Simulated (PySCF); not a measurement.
Simulated C 1s region for `NCC(F)(F)F` (2,2,2-trifluoroethylamine), binding energy against the vacuum level.

Every computed line was given a Gaussian of 0.6 eV full width at half maximum and an area set by the number of equivalent atoms; the highest printed point is 100. Theory: delta-SCF UKS SCAN, pcX-2 on the ionised atom, pcseg-1 elsewhere, spin-free X2C (PySCF).

(binding energy (eV), intensity): (291.8, 0), (292.0, 4), (292.2, 21), (292.4, 62), (292.6, 98), (292.8, 84), (293.0, 39), (293.2, 10), (293.4, 1), (293.6, 0), (293.8, 0), (294.0, 0), (294.2, 0), (294.4, 0), (294.6, 0), (294.8, 0), (295.0, 0), (295.2, 0), (295.4, 0), (295.6, 0), (295.8, 0), (296.0, 0), (296.2, 0), (296.4, 0), (296.6, 0), (296.8, 0), (297.0, 0), (297.2, 0), (297.4, 1), (297.6, 7), (297.8, 33), (298.0, 78), (298.2, 100), (298.4, 69), (298.6, 26), (298.8, 5), (299.0, 1)

Q: How many maxima does the curve show, and how many computed lines lie under it?

A: The curve has 2 maxima (at 292.6 and 298.2 eV). Under it lie 2 lines from 2 inequivalent carbon sites.

Q: Decompose the envelope and assign each component. Numbering: `[NH2:1][CH2:2][C:3]([F:4])([F:5])[F:6]`.

A: 
```json
{"position (eV)": "292.65", "relative area": "1", "line": "C 1s", "atoms": "C2", "environment": "sp3 carbon bound to nitrogen"}
{"position (eV)": "298.18", "relative area": "1", "line": "C 1s", "atoms": "C3", "environment": "CF3 carbon"}
```

Q: What are the centre and the root-mean-square width of the whole band?

A: The area-weighted mean of the lines is 295.42 eV. Their own spread about it is 2.77 eV (rms) and each Gaussian has σ = 0.6/2.355 = 0.25 eV; the variances add, which gives 2.78 eV.

Q: Above which line width would these two lines show one maximum?

A: Two equal Gaussians merge once their distance is under 2σ = FWHM/1.177. With 5.53 eV between them that is a full width over 6.51 eV.

Lowest listed C 1s: C2, bonded to N, C and 2 H. Highest, 5.53 eV above it: C3, bonded to 3 F and C.

The curve has no shake-up lines and no vibrational structure. The structure is a single PBE0-D3(BJ)/def2-SVP conformer in the gas phase; no vibrational or solvent corrections.

On one thread, x86-64 server, on a shared host, this took 24 s wall.

Shape of the structure used: `[NH2:1][CH2:2][C:3]([F:4])([F:5])[F:6]`: N1–C2–C3–F4 57°, H–N1–C2–C3 170°, H–N1–C2–C3 -70°.
